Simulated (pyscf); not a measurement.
Single points on ωB97X-D3(BJ)/def2-SVP structures (PySCF, gas phase).

Question: Estimate the classical barrier height and the reaction energy of SnH₃• + H₃C–GeH₃ → H₃Ge–SnH₃ + CH₃• at ωB97M-D3(BJ)/def2-TZVP. The step runs on the doublet surface, breaks C–Ge and forms Ge–Sn; take the separated reactants as zero.

Answer: ΔE‡ = 116.9 kJ/mol, ΔE = +77.0 kJ/mol. Zero-point energy shifts the barrier by -1.4 kJ/mol. It is a substitution at Ge, with an imaginary mode of 503i cm⁻¹. One saddle was located; it need not be the lowest between these sides. The angle at the attacked Ge is 180°. Elements up to Kr have no core potential and no relativistic terms here. Elements past Kr carry the def2 core potentials, without spin-orbit coupling.
